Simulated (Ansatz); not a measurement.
CH4BCl, SMILES `BCCl`. The species carries charge 0 and has multiplicity 1.

```xyz
7

B     0.152    0.910   -0.164
C    -0.193   -0.575    0.108
Cl    1.176   -1.709    0.248
H    -0.769    1.669   -0.257
H     1.271    1.305   -0.279
H    -0.853   -0.948   -0.684
H    -0.784   -0.652    1.028
```

Q: Give the diagnostics of a CCSD(T)/def2-TZVPP run (frozen core, Ansatz 0.2.0). (Best estimate.)

A: Computed: T1 = 0.0091, largest single amplitude 0.014, largest double 0.028, (T) share of the correlation energy 3.7 %, 9 CCSD cycles. The RHF solution is stable towards an unrestricted one. T1 lies under the customary mark of 0.02 for closed shells.
